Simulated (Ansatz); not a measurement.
The input, for Ansatz 0.2.0:

```yaml
crystal:
  periodic: [false, false, false]
  atoms:
    - {symbol: Si, position_ang: [0.000000, 0.000000, 0.000000]}
    - {symbol: N, position_ang: [0.000000, 0.000000, 6.183000]}
basis:
  gaussian: {orbitals: cc-pVDZ}
total_charge: 1
magnetization: {spin_polarized: false, initial_magnetization: 2}
correlation: {method: ccsd_t, electrons: outside_noble_gas}
```

```sh
$ ansatz run in.yaml --threads 1 --pin off --events-out ev --progress --plain --max-ram 4096MiB --backend cpu
```

The program prints:

```
321 factors; integrals over basis functions are off by at most 9.6e-5 eV
mean field evaluation 1: about -9314.3360 eV, gradient 3.5e1 eV
mean field evaluation 2: about -9314.3736 eV, gradient 3.5e1 eV
mean field evaluation 4: about -9315.7470 eV, gradient 2.7e1 eV
mean field evaluation 8: about -9320.3253 eV, gradient 2.7e1 eV
mean field evaluation 16: about -9328.4535 eV, gradient 4.4e-7 eV
mean field evaluation 32: about -9312.9947 eV, gradient 3.9e1 eV
mean field evaluation 64: about -9328.4528 eV, gradient 1.7e-2 eV
mean field evaluation 96: about -9328.4527 eV, gradient 1.7e-2 eV
mean field evaluation 128: about -9328.4345 eV, gradient 4.0e-1 eV
mean field evaluation 160: about -9328.4233 eV, gradient 2.1e-6 eV
...
mean field -9328.45353845 eV, -342.8143444852 hartree, gradient 1.9e-6 eV, S^2 2.000000; 29 other end points of the search recorded, 0 dependent functions left out
...
mean field evaluation 3008: about -9330.7552 eV, gradient 8.2e-1 eV
mean field evaluation 3040: about -9328.6250 eV, gradient 7.1e-1 eV
mean field evaluation 3072: about -9332.4280 eV, gradient 5.2e-6 eV
mean field evaluation 3104: about -9332.4253 eV, gradient 4.5e-1 eV
mean field evaluation 3136: about -9332.4280 eV, gradient 4.7e-3 eV
mean field evaluation 3168: about -9326.0483 eV, gradient 5.1e-4 eV
mean field evaluation 3200: about -9325.9225 eV, gradient 5.0e-6 eV
determinant -9328.45353845 eV, -342.8143444852 hartree, with singles and doubles -9333.12325722 eV, -342.9859534847 hartree
determinant -9328.45298019 eV, -342.8143239694 hartree, with singles and doubles -9333.12284549 eV, -342.9859383538 hartree
determinant -9328.44746028 eV, -342.8141211164 hartree, with singles and doubles -9333.15690825 eV, -342.9871901373 hartree
determinant -9328.42419201 eV, -342.8132660234 hartree, with singles and doubles -9333.14593096 eV, -342.9867867294 hartree
determinant -9328.42326629 eV, -342.8132320036 hartree, with singles and doubles -9333.14695610 eV, -342.9868244024 hartree
determinant -9328.42300662 eV, -342.8132224610 hartree, with singles and doubles -9333.14535061 eV, -342.9867654018 hartree
determinant -9328.40108323 eV, -342.8124167914 hartree, with singles and doubles -9333.13289603 eV, -342.9863077044 hartree
determinant -9328.39669353 eV, -342.8122554730 hartree, with singles and doubles -9333.13068780 eV, -342.9862265534 hartree
determinant -9328.39606635 eV, -342.8122324243 hartree, with singles and doubles -9333.13045778 eV, -342.9862181002 hartree
determinant -9326.04826355 eV, -342.7259522628 hartree, with singles and doubles -9333.80082769 eV, -343.0108537404 hartree
determinant -9326.04826355 eV, -342.7259522628 hartree, with singles and doubles -9336.23061558 eV, -343.1001467981 hartree
determinant -9324.98495989 eV, -342.6868765743 hartree, with singles and doubles -9333.92510224 eV, -343.0154207458 hartree
determinant -9324.98495989 eV, -342.6868765743 hartree, with singles and doubles -9336.22853055 eV, -343.1000701748 hartree
unrestricted determinant -9332.42856548 eV, -342.9604240342 hartree, S^2 3.0166
6 core orbitals not correlated: weight in the atoms' cores, before any rotation towards them, 1.000 or more for the frozen orbitals, at most 0.000 for the correlated occupied ones
reference -9326.04826355 eV, -342.7259522628 hartree; 5, 3 occupied and 21, 23 virtual orbitals, 321 factors
second order -8.39356013 eV of doubles, -0.24819243 eV of singles
cycle   1  -10.18235122 eV  change    8.2e-7 eV  update   6.6e-7
cycle   2  -10.18234953 eV  change    1.7e-6 eV  update   7.2e-7
cycle   3  -10.18234853 eV  change    1.0e-6 eV  update   4.7e-7
perturbative correction -0.12845666 eV, -0.0047206952 hartree
WARN: these amplitudes may be one of several solutions (largest doubles amplitude 0.17, level shift 12.24 eV)
Total energy: -9336.35906874 eV, -343.1048673646 hartree
```

The determinant lies 2.41 eV above the lowest one of its kind in the log. The T1 diagnostic is 0.415, too large for the energy to be relied on.

Ran on 1 thread of AMD EPYC 7R13, shared host: 5.5 s wall, 0.12 GiB peak host memory.
